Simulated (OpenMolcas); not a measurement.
**One shape, several levels: B2PH5 (SMILES BPB)**

Aim: a comparison of 5 runs (HF/STO-3G, HF/3-21G, HF/def2-SVP, B3LYP/def2-SVP, CPF/6-31+G*) of B2PH5. 

The calculation is run with OpenMolcas 26.06.

2 further runs of the same task are left out: 1 that didn't finish, 1 set aside as unsound or not needed.

### 1 The structure to begin with

B2PH5: 8 atoms, total charge 0, spin state singlet. As SMILES, `BPB`. Geometry: relaxed at GFN2-xTB.

Bond lengths: B1–P2 1.795 Å, P2–B3 1.795 Å, B1–H4 1.168 Å, B1–H5 1.171 Å, P2–H6 1.376 Å, B3–H7 1.168 Å, B3–H8 1.171 Å. Angles: B1–P2–B3 128.2°, B1–P2–H6 115.8°, B3–P2–H6 115.8°, P2–B1–H4 121.0°, P2–B1–H5 118.0°, P2–B3–H7 121.0°, P2–B3–H8 118.0°, H4–B1–H5 121.0°, H7–B3–H8 121.0°.

### 2 Energy and forces at HF/STO-3G (run 1)

run.inp reads:

```
&GATEWAY
BasLib
$CurrDir
Coord
8
bohr
B     -2.31090828     1.42695109    -1.46111734
P     -0.10059012     0.46133884     0.92452961
B      2.43751993    -1.77322451     0.65399642
H     -3.95559362     2.82160677    -0.98932832
H     -2.04851981     0.62553714    -3.50598998
H     -0.51988255     1.41534818     3.30590578
H      3.66657891    -2.31708769     2.40594261
H      2.83139555    -2.66043203    -1.33393877
Basis
STO-3G
Group
NoSym
&SEWARD
&SCF
Thresholds
1e-10 1e-07 1e-07 1e-05
PrOrbitals
1
&ALASKA
```

The basis set STO-3G is read from a file made from the Basis Set Exchange's data (not shown).

Command:

```sh
export MOLCAS_MEM=1860
pymolcas run.inp > run.log
```

The log of the run:

```text
--- Start Module: gateway ---
[...]
--- Stop Module: gateway /rc=_RC_ALL_IS_WELL_ ---
[...]
      Basis functions           24
[...]
--- Start Module: scf ---
[...]
       Convergence after  10 Iterations
[...]
::    Total SCF energy                               -388.5433801720
[...]
      Total spin, S                                     0.0000000000
[...]
      Total electronic charge=   30.000000
      Total            charge=   -0.000000
[...]
      Dipole Moment (debye):
      Origin of the operator (angstrom)=   -0.0159    0.0945    0.1790
                   X= -1.2788E-01               Y=  3.0105E-01               Z=  7.4361E-01           Total=  8.1237E-01
      Quadrupole Moment (debye*angstrom):
[...]
--- Stop Module: scf /rc=_RC_ALL_IS_WELL_ ---
--- Start Module: alaska ---
[...]
 *              Molecular gradients               *
 **************************************************
  Irreducible representation: a
 ------------------------------------------------------------------------------------------
                              X                       Y                       Z
 ------------------------------------------------------------------------------------------
  B1               -5.84552062373067E-03    5.47082890296169E-03    8.20322236194215E-04
  P2                5.57774462974059E-04   -2.99213838011658E-03   -5.60995282467935E-03
  B3                5.08294433617795E-03   -1.93333565382758E-03    5.70842934960972E-03
  H4               -6.06951849489601E-03    4.80377800719456E-03    1.74233093949067E-03
  H5                3.20790261162450E-03   -4.65452283488055E-03   -7.74836404038926E-03
  H6               -1.04478193517454E-03    3.81195049488148E-03    7.99416493095695E-03
  H7                4.39445253004100E-03   -2.22835964847001E-03    6.53558526653431E-03
  H8               -2.83252887024688E-04   -2.27820088774711E-03   -9.44251585771694E-03
[...]
--- Stop Module: alaska /rc=_RC_ALL_IS_WELL_ ---
[...]
```

It took 2.3 s on 1 thread of Intel Xeon Platinum 8375C at 2.90GHz (Ice Lake), shared host; peak memory 0.37 GiB.

### 3 Energy and forces at HF/3-21G (run 2)

struct.xyz reads:

```xyz
8

B     -1.222880     0.755110    -0.773190
P     -0.053230     0.244130     0.489240
B      1.289880    -0.938350     0.346080
H     -2.093210     1.493130    -0.523530
H     -1.084030     0.331020    -1.855290
H     -0.275110     0.748970     1.749410
H      1.940270    -1.226150     1.273170
H      1.498310    -1.407840    -0.705890
```

job.inp reads:

```
&GATEWAY
 BASLIB
 $CurrDir
 COORD
 struct.xyz
 BASIS
 3-21G
 GROUP
 NoSym

&SEWARD

&SCF
 THRESHOLDS
 1e-10 1e-07 1e-07 1e-05
 PRORBITALS
 1

&ALASKA
```

The basis set 3-21G is read from a file made from the Basis Set Exchange's data (not shown).

Command:

```sh
export MOLCAS_MEM=1860
pymolcas job.inp > job.log
```

The log of the run:

```text
--- Start Module: gateway ---
[...]
--- Stop Module: gateway /rc=_RC_ALL_IS_WELL_ ---
[...]
      Basis functions           41
[...]
--- Start Module: scf ---
[...]
       Convergence after  12 Iterations
[...]
::    Total SCF energy                               -390.9447977258
[...]
      Total spin, S                                     0.0000000000
[...]
      Total electronic charge=   30.000000
      Total            charge=   -0.000000
[...]
      Dipole Moment (debye):
      Origin of the operator (angstrom)=   -0.0159    0.0945    0.1790
                   X= -9.5112E-02               Y=  1.1118E-01               Z=  3.8093E-01           Total=  4.0806E-01
      Quadrupole Moment (debye*angstrom):
[...]
--- Stop Module: scf /rc=_RC_ALL_IS_WELL_ ---
--- Start Module: alaska ---
[...]
 *              Molecular gradients               *
 **************************************************
  Irreducible representation: a
 ------------------------------------------------------------------------------------------
                              X                       Y                       Z
 ------------------------------------------------------------------------------------------
  B1                9.65440802914230E-03   -2.92268767157466E-03    1.66308409625131E-02
  P2                2.34831112549675E-03   -7.29308046325539E-03   -1.61915039470961E-02
  B3               -1.35189663510591E-02    1.26635506220696E-02    6.30989493262547E-03
  H4                5.66858842062468E-03   -5.15206097587484E-03   -2.48579028072093E-03
  H5                1.13118442044216E-06    2.27473958651792E-03    7.04132187389028E-03
  H6                1.71279329548335E-03   -4.50231745861851E-03   -1.07310629524133E-02
  H7               -3.93318580315194E-03    1.35065073590157E-03   -6.64583503532468E-03
  H8               -1.93307990096192E-03    3.58120562482256E-03    6.07213444650245E-03
[...]
--- Stop Module: alaska /rc=_RC_ALL_IS_WELL_ ---
[...]
```

Wall time 2.4 s (1 thread of Intel Xeon Platinum 8375C at 2.90GHz (Ice Lake), shared host); peak memory 0.38 GiB.

Runs 3 to 4 aren't shown in full; the table further down has their settings and results.

### 4 A single-point energy at CPF/6-31+G(d) (spherical functions) (run 5)

input.xyz reads:

```xyz
8

B     -1.222880     0.755110    -0.773190
P     -0.053230     0.244130     0.489240
B      1.289880    -0.938350     0.346080
H     -2.093210     1.493130    -0.523530
H     -1.084030     0.331020    -1.855290
H     -0.275110     0.748970     1.749410
H      1.940270    -1.226150     1.273170
H      1.498310    -1.407840    -0.705890
```

run.inp reads:

```
&gateway
 baslib=$CurrDir
 coord=input.xyz
 basis=6-31pGs
 group=NoSym

&seward

&scf
 iterations=80
 core
 prorbitals=0

&motra
 frozen=7

&guga
 electrons=16
 spin=1
 inactive=8
 active=0
 ciall=1

&cpf
 cpf
```

The basis set 6-31+G* is read from a file made from the Basis Set Exchange's data (not shown).

Command:

```sh
export MOLCAS_MEM=1860
pymolcas run.inp > run.log
```

The log of the run:

```text
--- Start Module: gateway ---
[...]
--- Stop Module: gateway /rc=_RC_ALL_IS_WELL_ ---
[...]
      Basis functions           68
[...]
       Convergence after  12 Iterations
[...]
::    Total SCF energy                               -392.9645480355
[...]
      Total spin, S                                     0.0000000000
[...]
      *** WARNING: Default frozen orbitals is overwritten by user input.
      *** Default values:   7
[...]
--- Start Module: guga ---
[...]
--- Stop Module: guga /rc=_RC_ALL_IS_WELL_ ---
--- Start Module: cpf ---
[...]
      Active orbitals                            0       0
[...]
      Spin quantum number                      0.0
[...]
     FINAL CPF ENERGY         -393.26893064
     FINAL CORRELATION ENERGY   -0.30438261  REFERENCE ENERGY    -392.96454804
[...]
      Total electronic charge=   30.000000
      Total            charge=    0.000000
[...]
      Dipole Moment (debye):
      Origin of the operator (angstrom)=   -0.0159    0.0945    0.1790
                   X= -1.2358E-01               Y=  3.0190E-01               Z=  7.3291E-01           Total=  8.0223E-01
      Quadrupole Moment (debye*angstrom):
[...]
--- Stop Module: cpf /rc=_RC_ALL_IS_WELL_ ---
[...]
```

Wall time 7.8 s (1 thread of Intel Xeon Platinum 8375C at 2.90GHz (Ice Lake), shared host); peak memory 0.41 GiB.

### 5 All runs side by side

| run | level | integration grid | task | energy (Eh) | dipole moment (D) of the reference | HOMO energy (eV) | LUMO energy (eV) | wall time |
| --- | --- | --- | --- | --- | --- | --- | --- | --- |
| 1 | HF/STO-3G | – | gradient | -388.543380 | 0.81 | -7.02 | 5.78 | 2.3 s |
| 2 | HF/3-21G | – | gradient | -390.944798 | 0.41 | -9.67 | 1.38 | 2.4 s |
| 3 | HF/def2-SVP | – | gradient | -392.839132 | 0.61 | -9.46 | 1.17 | 6.9 s |
| 4 | B3LYP/def2-SVP | UltraFine | gradient | -393.903478 | 0.84 | -7.36 | -2.53 | 42 s |
| 5 | CPF/6-31+G* (spherical functions) | – | energy | -393.268931 | 0.48 | -9.47 | 0.88 | 7.8 s |

### 6 Results

| quantity | value |
| --- | --- |
| run 5: total energy | -393.26893 Eh |
| run 5: dipole moment (mean-field density) | 0.48 D |
| run 5: HOMO energy (Hartree–Fock orbitals) | -9.47 eV |
| run 5: LUMO energy (Hartree–Fock orbitals) | 0.88 eV |
| run 5: HOMO–LUMO gap (Hartree–Fock orbitals) | 10.35 eV |
| run 5: correlation energy (7 core orbitals frozen) | -304.4 mEh |

What this shows: Over runs 1, 2, 3, 4 the dipole moment (its size) runs from 0.41 D (HF/3-21G) to 0.84 D (B3LYP/def2-SVP). The two ends differ in method and basis. Over runs 1, 2, 3, 4 the HOMO–LUMO gap runs from 4.83 eV (B3LYP/def2-SVP) to 12.80 eV (HF/STO-3G). In run 1 the basis is minimal, so the values are rough. All runs together took 61 s, the longest 42 s.
